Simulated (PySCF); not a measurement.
# Property card for 3,4-dihydro-2H-pyran (`C1=COCCC1`)

Compound: 3,4-dihydro-2H-pyran, C5H8O.
Bonds: C1–C2 (double), C2–O3, O3–C4, C4–C5, C5–C6, C1–C6. Hydrogens: H7 on C1; H8 on C2; H9, H10 on C4; H11, H12 on C5; H13, H14 on C6.

Among its groups: C=C double bond and ether.

**GFN2-xTB geometry**

```
Point group of the GFN2-xTB geometry                  : C1
Rotational constants A, B, C of the GFN2-xTB geometry : 5.253, 4.798, 2.740 GHz
```

From CAM-B3LYP/def2-SVPD ground state and vertical TDDFT (core frozen in the response) (PySCF):

```
Dipole moment                                                     : 1.43 D
HOMO energy                                                       : -7.69 eV
LUMO energy                                                       : 1.30 eV
HOMO–LUMO gap                                                     : 8.99 eV
Lowest singlet excitation                                         : 6.08 eV (204 nm, f = 0.023)
Strongest line among the 8 lowest singlet transitions             : S2 at 6.62 eV (187 nm, f = 0.125)
Lowest triplet excitation (Tamm–Dancoff)                          : 4.31 eV
Static isotropic polarisability                                   : 60.2 au
Electronic spatial extent ⟨r²⟩ about the centre of nuclear charge : 501 bohr²
```

**PBE0/pcSseg-1 ground state and GIAO shieldings, non-relativistic (PySCF)**

```
Lowest Hirshfeld atomic charge                              : -0.12 e on O3
Highest Hirshfeld atomic charge                             : +0.05 e on H8/H9/H11
13C chemical shifts (computed TMS as zero) by class         : 152.3 (C2), 104.3 (C1), 68.1 (C4), 25.7 (C5), 24.2 (C6) ppm
1H chemical shifts (computed TMS as zero) by class          : 6.55 (H8), 4.83 (H7), 4.12 (H9/H10), 2.10 (H13/H14), 1.70 (H11/H12) ppm
Isotropic shieldings of nuclei other than C and H, by class : 223 (O3) ppm
Mayer bond orders between heavy atoms                       : C1–C2 1.82, C2–O3 1.04, O3–C4 0.90, C4–C5 1.04, C5–C6 1.03, C6–C1 1.03
```

**delta-SCF UKS SCAN, pcX-2 on the ionised atom, pcseg-1 elsewhere, spin-free X2C (PySCF)**

```
Core binding energies : C1s 289.7 (C1), C1s 290.7 (C6), C1s 290.7 (C5), C1s 291.5 (C2), C1s 292.2 (C4), O1s 538.7 (O3) eV
```

Monoisotopic mass (most abundant isotopes): 84.0575 u.

S1 lies 2.91 eV below the HOMO–LUMO gap; its leading configuration is HOMO→LUMO, weight 0.87. The principal polarisabilities are 49.3, 63.4 and 67.9 au; their mean is the isotropic value. The polarisability is 8.91 Å³ as a volume (1 au = 0.148185 Å³), or 1.31 au for each of the 46 electrons. The largest Löwdin shares of the HOMO are 0.32 on C1, 0.25 on O3, 0.22 on C2 and 0.07 on C6. The dipole equals about 4.8 × 10⁻³⁰ C·m (1 D = 3.33564 × 10⁻³⁰ C·m). With B = h/(8π²I), that is 505.379 GHz u Å² over I, the principal moments of inertia are 96.2, 105.3 and 184.5 u Å² (most abundant isotopes).

One conformer (not necessarily the lowest) at the GFN2-xTB geometry, without solvent or vibrations. NMR classes are plain means over equivalent atoms (diastereotopic ones count apart unless rotation or inversion swaps them), as if these changed places fast; in this geometry the members of some classes differ.
